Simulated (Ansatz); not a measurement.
**C₂H₄FN: one species, many methods**

Aim: compute C₂H₄FN with functionals from several rungs and with coupled cluster. The yardstick is the atomisation energy at the CCSD(T) limit.

Program: Ansatz 0.2.0, Gaussian basis. Level of theory: functionals in def2-TZVPP, the program's frozen cores in correlated methods. These are calculated values, not measurements.

Plan: LDA (SPW92), PBE-D4, revPBE-D4, BLYP-D4, r2SCAN-D4, B97M-V, PBE0-D4, B3LYP-D4, r2SCANh-D4, r2SCAN0-D4, HSE06-D4, BHLYP-D4, CAM-B3LYP-D4, LC-ωPBE, ωB97X-V, ωB97M-V, B2PLYP, PBE-QIDH; CCSD(T)/def2-SVP; CCSD(T)/def2-TZVPP; MP2/def2-QZVPP; extrapolation to the limit; RPA on PBE.

### 1 Structure used throughout

All runs share one geometry, relaxed beforehand with PBE0-D4 in a triple-zeta def2 set.

SMILES `CC(=N)F`, 8 atoms, charge 0, spin multiplicity 1.

Atoms are counted from 1 here; the program's logs count them from 0.

Bond lengths: C1–C2 1.488 Å, C1–H5 1.088 Å, C1–H6 1.092 Å, C1–H7 1.092 Å, C2–N3 1.247 Å, C2–F4 1.341 Å, N3–H8 1.015 Å. Angles: C2–C1–H5 111.2°, C2–C1–H6 109.7°, C2–C1–H7 109.7°, H5–C1–H6 109.4°, H5–C1–H7 109.4°, H6–C1–H7 107.3°, C1–C2–N3 132.0°, C1–C2–F4 110.6°, N3–C2–F4 117.4°, C2–N3–H8 110.7°.

### 2 LDA

This LDA is Slater exchange with PW92 correlation.

in.yaml

```yaml
crystal:
  periodic: [false, false, false]
  atoms:
    - {symbol: C, position_ang: [-0.246744, 0.732412, -0.287282]}
    - {symbol: C, position_ang: [0.491441, -0.429375, 0.278409]}
    - {symbol: N, position_ang: [0.166295, -1.620854, 0.450446]}
    - {symbol: F, position_ang: [1.725795, -0.065302, 0.654014]}
    - {symbol: H, position_ang: [-1.250547, 0.447964, -0.597181]}
    - {symbol: H, position_ang: [-0.308720, 1.527714, 0.458869]}
    - {symbol: H, position_ang: [0.298437, 1.132695, -1.144958]}
    - {symbol: H, position_ang: [-0.783857, -1.782254, 0.131984]}
basis:
  gaussian: {orbitals: def2-TZVPP}
hamiltonian: {xc: lda}
output: {orbitals: {seedname: orbitals}}
```

Further steps of the session: PBE-D4 (GGA); revPBE-D4 (GGA); BLYP-D4 (GGA); r2SCAN-D4 (meta-GGA); B97M-V (meta-GGA); PBE0-D4 (hybrid); B3LYP-D4 (hybrid); r2SCANh-D4 (hybrid); r2SCAN0-D4 (hybrid); HSE06-D4 (hybrid); BHLYP-D4 (hybrid); CAM-B3LYP-D4 (range-separated); LC-ωPBE (range-separated); ωB97X-V (range-separated); ωB97M-V (range-separated); B2PLYP (double hybrid); PBE-QIDH (double hybrid); CCSD(T) in def2-SVP; CCSD(T) in def2-TZVPP; MP2 in def2-QZVPP; RPA on PBE orbitals.

**Question.** What will the summary of the whole plan be? Wanted: atomisation energy, CCSD(T)/CBS; farthest beyond LDA; mean size of error, GGA; mean size of error, meta-GGA; mean size of error, hybrid; mean size of error, range-separated; mean size of error, double hybrid; gap, smallest and largest; T1 diagnostic.

**Answer**, as computed:

| quantity | value |
| --- | --- |
| atomisation energy, CCSD(T)/CBS | 32.880 eV |
| functionals within 0.164 eV (0.5 %) | r2SCAN-D4, B97M-V, r2SCANh-D4, LC-ωPBE |
| farthest beyond LDA | PBE-D4 (+1.281 eV) |
| mean size of error, GGA | 0.662 eV |
| mean size of error, meta-GGA | 0.134 eV |
| mean size of error, hybrid | 0.464 eV |
| mean size of error, range-separated | 0.229 eV |
| mean size of error, double hybrid | 0.175 eV |
| gap, smallest and largest | 5.78 eV (LDA (SPW92)), 13.99 eV (LC-ωPBE) |
| T1 diagnostic | 0.0124 |
| triples share of the correlation energy | 3.8 % |

**Reading.** The LDA atomisation energy is off by 5.610 eV (17 %): it overbinds. PBE-D4 misses by +1.281 eV. Double hybrids carry the basis error of their MP2 part in triple zeta, and no dispersion term here, so their miss is partly the set-up's. Taken by rung, meta-GGA functionals do best (0.134 eV on average) and GGA ones worst beyond LDA (0.662 eV). The gap between the best rungs is small, so their order is not settled. The reference freezes the cores and leaves out relativity and excitations past (T), so misses under about 0.164 eV can't be ranked. Hartree-Fock recovers 70 % of the binding; the rest is correlation. CCSD(T) in def2-SVP is off by -1.691 eV, worse than the median functional, from the basis alone. Orbital gaps span 5.8 to 14.0 eV; exact exchange widens them.
